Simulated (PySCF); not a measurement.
All values below come from TPSSh-D3(BJ)/def2-TZVP // TPSS-D3(BJ)/def2-SVP (PySCF 2.14.0). Gas-phase values, no solvent. 

Reference species (SMILES): `N#N` (neutral, multiplicity 1).

- HOMO = -11.14 eV

Changed species: `COC` (free ligand O(CH3)2; the reference has free ligand N2).

Q: What does the change do to the HOMO?

A: the HOMO rises by 4.56 eV, to -6.58 eV.
